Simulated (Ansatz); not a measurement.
Results of rVV10 (Ansatz, an electronic-structure program, PAW) for diamond.

Settings: plane-wave cutoff 500 eV, 14×14×14 k mesh, gaussian smearing 0.02 eV, scalar-relativistic PAW data made under PBE.

Cell (relaxed at this level):

```cif
data_C8
_chemical_formula_sum 'C8'
_space_group_name_H-M_alt 'Fd-3m :1'
_space_group_IT_number 227
_space_group_name_Hall 'F 4d 2 3 -1d'
_cell_length_a 3.58454
_cell_length_b 3.58454
_cell_length_c 3.58454
_cell_angle_alpha 90.000
_cell_angle_beta 90.000
_cell_angle_gamma 90.000
loop_
_atom_site_label
_atom_site_type_symbol
_atom_site_symmetry_multiplicity
_atom_site_Wyckoff_symbol
_atom_site_fract_x
_atom_site_fract_y
_atom_site_fract_z
_atom_site_occupancy
C1 C 8 b 0.50000 0.50000 0.50000 1
```
(The calculation used a cell of 2 atoms; values per cell refer to that cell.)

Problem. Predict the band gap.

Solution. 
* **band gap**: 4.29 eV (on the SCF k mesh)

Measured, for comparison: band gap 5.48 eV (low temperature, zero-point motion not removed; as tabulated in arXiv:1206.3780). Computed (rounded) less measured: band gap -1.19 eV.

Cost on a shared machine: roughly 11 core-seconds.
